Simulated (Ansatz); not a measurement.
Mulliken charges of C$_{2}$H$_{6}$Si (`C=C[SiH3]`) from r2SCAN/def2-TZVPP in Ansatz (PBE0-D4/def2-TZVP geometry).

```tsv
atom	x (Å)	y (Å)	z (Å)	charge (e)
C1	-0.714	0.870	-1.048	-0.129
C2	-0.071	0.712	0.106	-0.205
Si3	0.561	-0.932	0.700	0.339
H4	-0.906	0.033	-1.714	0.079
H5	-1.077	1.839	-1.381	0.080
H6	0.089	1.592	0.728	0.068
H7	2.036	-0.894	0.894	-0.077
H8	0.223	-1.972	-0.307	-0.078
H9	-0.053	-1.294	2.007	-0.077
```

By hand: the dipole of these point charges (1 e Å = 4.8032 D).

Σ q r = (-0.025, 0.006, -0.045) e Å, of length 0.052 e Å = 0.25 D.

How does the dipole of the full density compare? (Estimate.)

Ansatz gave: (-0.061, 0.131, -0.067) e Å, 0.77 D; the point charges give 0.32 times that, at 50° from its direction.

Point charges leave out the atoms' own dipoles, such as those of lone pairs, and Mulliken's split depends on the basis, so the two needn't agree.
